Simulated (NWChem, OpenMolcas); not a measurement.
C3O2 (carbon suboxide): a line through the functionals

C3O2 has 5 atoms, charge 0, and is taken as a singlet. As SMILES, `O=C=C=C=O`. The coordinates come from a PBE0-D4/def2-TZVP relaxation.

The HOMO–LUMO gap y, in eV, basis 6-311+G(d,p); a is the functional's share of exact exchange. Programs: NWChem 7.3.0, OpenMolcas 26.06.

```
functional     program     a  y (eV)
      BLYP      NWChem     0    4.54
       PBE      NWChem     0    4.57
     B3LYP  OpenMolcas   0.2       ?
      PBE0      NWChem  0.25    6.60
     BHLYP  OpenMolcas   0.5    8.67
```

Problem. Fit y = c + s·a to the known rows and predict B3LYP.

Solution. 
1. Means of the 4 rows: a = 0.1875, y = 6.095.
2. Σ(Δa)² = 0.17188, Σ(Δa·Δy) = 1.4137, so the slope is 1.4137/0.17188 = 8.2249.
3. Intercept: 6.095 − (8.2249) × 0.1875 = 4.553. The largest residual of the fit is 0.017.
4. B3LYP: 4.553 + (8.2249) × 0.2 = 6.20 eV.

The run gave 6.16 eV, so the prediction is off by +0.04 eV, more than the scatter of the fit. Exact exchange lowers occupied levels and raises empty ones.
